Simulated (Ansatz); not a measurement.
Basis-set extrapolation for `C#C/C=C/C` (PBE0-D4/def2-TZVP geometry, frozen core, Ansatz 0.2.0). Multiplicity 1, RHF reference.

|  | def2-TZVPP | def2-QZVPP |
| --- | --- | --- |
| HF | -192.823058 | -192.831376 |
| MP2 correlation | -0.794736 | -0.845170 |
| CCSD(T) correlation | -0.868658 | not run |

Energies in hartree. Use E(X) = E(∞) + A·exp(−7.88·√X) for Hartree–Fock and E(X) = E(∞) + B·X^(−2.97) for correlation, with X = 3 and 4, and add CCSD(T) minus MP2 of the smaller set to the MP2 limit.

Question: What is the CCSD(T) energy at the basis-set limit?

Answer: HF limit: -192.831376 + (-0.008318) × 0.13774 = -192.83252. MP2 limit: -0.845170 + (-0.050434) × 0.74074 = -0.88253. Higher-order term: -0.868658 − (-0.794736) = -0.07392. Total: -193.78897 hartree, 2.65 eV below CCSD(T)/def2-TZVPP.
